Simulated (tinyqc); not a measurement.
Hueckel theory of the pi electrons, for the molecule c1[cH+]n1 (SMILES; centres numbered as the heavy atoms are written), step by step. Computed by tinyqc, a small Python program that keeps every step. Settings: charge = 1. Command: `OMP_NUM_THREADS=1 python tinyqc.py 20687 20688 out.jsonl` (the two numbers bound the seeds that draw the settings). One thread of a shared host (Intel(R) Xeon(R) Processor @ 2.60GHz), about 0.01 s of CPU time with the checks.

## The Hueckel matrix

Centres:
```
centre,"z_r, pi electrons of the neutral centre",h
1C,1,0.000000
2C,1,0.000000
3N,1,0.500000
```

Bonds:
```
i,j,k
1,2,1
2,3,1
3,1,1.000000
```

H_rr = alpha + h_r beta, H_rs = k_rs beta for bonded centres.

Hueckel matrix in units of beta (H = alpha + beta A), lower triangle:
```
,1C,2C,3N
1C,0.000000
2C,1.000000,0.000000
3N,1.000000,1.000000,0.500000
```

## Orbitals

pi electrons, sum of z_r less the charge = 2

Diagonalise; E = alpha + x beta with beta < 0, so the largest x are filled first; degenerate levels share their electrons. P = sum n_i c_ri c_si; each orbital has its largest coefficient positive (the first on a tie).

x values: 2.186141  -0.686141  -1.000000

occupations: 2.000000  0.000000  0.000000

coefficients:
```
,MO1,MO2,MO3
1C,0.541774,-0.454401,0.707107
2C,0.541774,-0.454401,-0.707107
3N,0.642621,0.766185,0.000000
```

charge and bond-order matrix P, lower triangle:
```
,1C,2C,3N
1C,0.587039
2C,0.587039,0.587039
3N,0.696311,0.696311,0.825922
```

## Energy, charges, bond orders

E = sum n x; q_r = z_r - P_rr; bond order p = P_rs; free valence = sqrt(3) - sum of p over the bonds of the atom.

pi energy = 2 alpha + this times beta = 4.372281

pi charges: 1C 0.412961, 2C 0.412961, 3N 0.174078

Bond orders and lengths from R = 1.517 - 0.180 p (angstrom, C-C alone):
```
bond,p,R
1-2,0.587039,1.411333
2-3,0.696311,-
3-1,0.696311,-
```

free valence of the carbons: 1C 0.448701, 2C 0.448701

gap between the highest filled and the next level = 2.872281 |beta|
